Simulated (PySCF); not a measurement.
Compound: C5H4S (triplet state).
Structure used (GFN2-xTB), in Å, numbered top down from 1:
```xyz
10
C5H4S angstrom
C      2.3160    0.0669   -0.2453
C      1.0248    0.0786   -0.1176
C      0.0827   -0.9478    0.1412
C     -1.2337   -0.5335    0.2080
C     -1.4144    0.8147    0.0104
S      0.0432    1.6710   -0.2726
H      3.1723    0.6622   -0.4275
H      0.4121   -1.9623    0.2687
H     -2.0550   -1.2029    0.3985
H     -2.3391    1.3576    0.0138
```

Identity: `[CH]c1cccs1` [triplet].

Level of theory: UKS B3LYP, pcH-1 on C H S, non-relativistic, mean-field spin-orbit, GIAO in PySCF. Geometry: GFN2-xTB; no solvent, vibrations or thermal averaging. This triplet need not be the ground state; the singlet was not compared here. The geometry wasn't refined by DFT: couplings that depend on bond lengths, twists or pyramidal angles can differ widely from those at the functional's own minimum. The SCF solution wasn't tested for stability.

Question: Match the computed a_iso(13C) values +148.2, +37.7, +17.9, -15.8, -10.9 MHz with the sites C1; C2; C3; C4; C5.

Answer: 
| site | a_iso (MHz) | ρ(0) (bohr⁻³) | position | distance from C1 (Å) | spin population | largest \|T\| (MHz) |
| --- | --- | --- | --- | --- | --- | --- |
| C1 | +148.2 | +0.2640 | largest spin population | 0.00 | +1.46 | 59.2 |
| C2 | -10.9 | -0.0193 | 1 bond from C1 | 1.30 | -0.31 | 14.9 |
| C3 | +37.7 | +0.0671 | 2 bonds from C1 | 2.48 | +0.44 | 30.9 |
| C4 | -15.8 | -0.0281 | 3 bonds from C1 | 3.63 | -0.16 | 10.1 |
| C5 | +17.9 | +0.0317 | 3 bonds from C1 | 3.81 | +0.38 | 32.4 |

Question: The isotropic 1H couplings are -16.3, -13.9, +4.4, -3.6 MHz. Assign them to H7; H8; H9; H10.

Answer: 
```tsv
site	a_iso (MHz)	ρ(0) (bohr⁻³)	position	distance from C1 (Å)	bound to	spin population there	largest |T| (MHz)
H7	-13.9	-0.0062	1 bond from C1	1.06	C1	+1.46	28.7
H8	-16.3	-0.0073	3 bonds from C1, on C3 of spin population +0.44	2.83	C3	+0.44	8.3
H9	+4.4	+0.0020	4 bonds from C1, on C4 of spin population -0.16	4.60	C4	-0.16	2.2
H10	-3.6	-0.0016	4 bonds from C1, on C5 of spin population +0.38	4.84	C5	+0.38	9.3
```

ρ(0) is the spin density at the nucleus and T the dipolar tensor; a_iso includes a spin–orbit part. The largest Mulliken spin populations are on C1 (+1.46), C3 (+0.44), C5 (+0.38) and C2 (-0.31). Four atoms exceed +0.15. The positive populations add up to 2.52 and the negative ones to -0.52, together 2S = 2.

The spin density at the nucleus, in bohr⁻³, is negative for C4 (-0.0281), C2 (-0.0193) and H8 (-0.0073), for instance. A restricted open-shell determinant has no negative spin density anywhere; here it arises because α and β orbitals differ (spin polarisation).

Time: 47 s of wall time. Hardware: one thread, Arm Neoverse V1, no GPU (shared host).
